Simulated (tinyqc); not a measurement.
CIS and TDHF on RHF in the sto-3g basis, for H2O, spin multiplicity 1, step by step. One step of it, computed by the program tinyqc.

Task: CIS matrix, triplets. A(ia,jb) = (e_a - e_i) d_ij d_ab - (ij|ab).

orbital energies (hartree): MO1 -20.256544, MO2 -1.189964, MO3 -0.539996, MO4 -0.412005, MO5 -0.381088, MO6 0.427830, MO7 0.573455

Two-electron integrals over orbitals (pq|rs), unique and non-zero (hartree):
```
(11|11) 4.747028    (21|11) -0.432024   (21|21) 0.062062    (22|11) 1.024750
(22|21) -0.015814   (22|22) 0.723535    (31|31) 0.010146    (32|31) 0.016233
(32|32) 0.127805    (33|11) 0.745467    (33|21) -0.004639   (33|22) 0.604177
(33|33) 0.581145    (41|11) 0.154125    (41|21) -0.020580   (41|22) 0.011269
(41|33) 0.005037    (41|41) 0.023709    (42|11) -0.143330   (42|21) 0.007506
(42|22) -0.028749   (42|33) 0.003894    (42|41) 0.019552    (42|42) 0.130641
(43|31) -0.001993   (43|32) 0.030466    (43|43) 0.056007    (44|11) 0.937186
(44|21) -0.011067   (44|22) 0.664018    (44|33) 0.558208    (44|41) -0.008855
(44|42) -0.094341   (44|44) 0.701597    (51|51) 0.025956    (52|51) 0.033421
(52|52) 0.151884    (53|53) 0.025468    (54|51) -0.011093   (54|52) -0.041471
(54|54) 0.046862    (55|11) 1.115359    (55|21) -0.012252   (55|22) 0.756672
(55|33) 0.591474    (55|41) 0.004323    (55|42) -0.077963   (55|44) 0.690971
(55|55) 0.880159    (61|11) -0.194907   (61|21) 0.029511    (61|22) -0.003102
(61|33) 0.000280    (61|41) 0.003451    (61|42) 0.020246    (61|44) -0.014779
(61|55) -0.005354   (61|61) 0.024429    (62|11) 0.259682    (62|21) -0.006297
(62|22) 0.127161    (62|33) 0.059969    (62|41) 0.018108    (62|42) 0.034816
(62|44) 0.064175    (62|55) 0.138432    (62|61) 0.009251    (62|62) 0.091945
(63|31) 0.002145    (63|32) -0.042143   (63|43) -0.041694   (63|63) 0.081968
(64|11) 0.271787    (64|21) -0.003538   (64|22) 0.131934    (64|33) 0.046670
(64|41) 0.002061    (64|42) -0.042443   (64|44) 0.132569    (64|55) 0.151515
(64|61) -0.001035   (64|62) 0.062315    (64|64) 0.097368    (65|51) 0.012973
(65|52) 0.050971    (65|54) 0.006460    (65|65) 0.033336    (66|11) 0.756965
(66|21) -0.007251   (66|22) 0.579266    (66|33) 0.538138    (66|41) 0.017120
(66|42) 0.048115    (66|44) 0.535037    (66|55) 0.565532    (66|61) 0.008100
(66|62) 0.085093    (66|64) 0.051245    (66|66) 0.567753    (71|31) 0.014184
(71|32) 0.021686    (71|43) -0.002821   (71|63) 0.002500    (71|71) 0.019856
(72|31) 0.014942    (72|32) 0.058065    (72|43) -0.026797   (72|63) 0.027774
(72|71) 0.019985    (72|72) 0.070486    (73|11) 0.373897    (73|21) -0.006901
(73|22) 0.172364    (73|33) 0.087885    (73|41) -0.000089   (73|42) -0.072208
(73|44) 0.146628    (73|55) 0.206308    (73|61) -0.005245   (73|62) 0.068112
(73|64) 0.100990    (73|66) 0.043653    (73|73) 0.158668    (74|31) -0.007566
(74|32) -0.068826   (74|43) -0.014453   (74|63) 0.057552    (74|71) -0.010615
(74|72) -0.017936   (74|74) 0.068642    (75|53) 0.024001    (75|75) 0.025886
(76|31) 0.007509    (76|32) 0.086217    (76|43) 0.064652    (76|63) -0.072953
(76|71) 0.010317    (76|72) -0.000662   (76|74) -0.059498   (76|76) 0.115026
(77|11) 0.845873    (77|21) -0.009207   (77|22) 0.609329    (77|33) 0.575636
(77|41) 0.003394    (77|42) -0.021927   (77|44) 0.579087    (77|55) 0.611756
(77|61) -0.003901   (77|62) 0.060833    (77|64) 0.055202    (77|66) 0.541740
(77|73) 0.103677    (77|77) 0.596007
```

Give: CIS matrix A, triplet.

Result:

CIS matrix A, triplet (hartree):
```
         1>6      1>7      2>6      2>7      3>6      3>7      4>6      4>7
1>6  19.9274   0.0000   0.0073   0.0000   0.0000  -0.0075  -0.0171   0.0000
1>7   0.0000  19.9841   0.0000   0.0092  -0.0075   0.0000   0.0000  -0.0034
2>6   0.0073   0.0000   1.0385   0.0000   0.0000  -0.0862  -0.0481   0.0000
2>7   0.0000   0.0092   0.0000   1.1541  -0.0862   0.0000   0.0000   0.0219
3>6   0.0000  -0.0075   0.0000  -0.0862   0.4297   0.0000   0.0000  -0.0647
3>7  -0.0075   0.0000  -0.0862   0.0000   0.0000   0.5378  -0.0647   0.0000
4>6  -0.0171   0.0000  -0.0481   0.0000   0.0000  -0.0647   0.3048   0.0000
4>7   0.0000  -0.0034   0.0000   0.0219  -0.0647   0.0000   0.0000   0.4064
5>6   0.0000   0.0000   0.0000   0.0000   0.0000   0.0000   0.0000   0.0000
5>7   0.0000   0.0000   0.0000   0.0000   0.0000   0.0000   0.0000   0.0000

        5>6     5>7
1>6  0.0000  0.0000
1>7  0.0000  0.0000
2>6  0.0000  0.0000
2>7  0.0000  0.0000
3>6  0.0000  0.0000
3>7  0.0000  0.0000
4>6  0.0000  0.0000
4>7  0.0000  0.0000
5>6  0.2434  0.0000
5>7  0.0000  0.3428
```
